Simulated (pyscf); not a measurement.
methane (CH₄) + H₃C–B(CH₃)–NH₂ → H₃C–B(CH₃)–CH₃ + ammonia (NH₃) (four-centre exchange; singlet surface; C–H, B–N broken, B–C, H–N formed). PySCF, gas phase, ωB97X-D3(BJ)/def2-SVP geometries. Energies in kJ/mol from the separated reactants.

```
level                   barrier  reaction energy
----------------------  -------  ---------------
ωB97X-D3(BJ)/def2-TZVP    229.7           +133.5
PBE/def2-TZVP                 …                …
r²SCAN/def2-TZVP          219.7           +136.7
PBE0-D3(BJ)/def2-TZVP         …           +134.7
M06-2X/def2-TZVP          227.5           +140.5
ωB97M-D3(BJ)/def2-TZVP    229.0           +135.7
```

Problem. Some entries are withheld; supply them.

Solution. 
- PBE/def2-TZVP, barrier: 213.4
- PBE/def2-TZVP, reaction energy: +136.1
- PBE0-D3(BJ)/def2-TZVP, barrier: 212.4

The functionals in the table span 17.3 kJ/mol in this barrier, from PBE0-D3(BJ) to ωB97X-D3(BJ). On the product side the descent ends in an adduct with a B–N contact, 65.7 kJ/mol under the separated species and 161.9 kJ/mol under the saddle at ωB97X-D3(BJ)/def2-TZVP. What is counted as broken (B–N) persists as a longer contact in the product adduct; parting that adduct is a step of its own. This is the saddle that the search found; another between the same sides may lie lower.
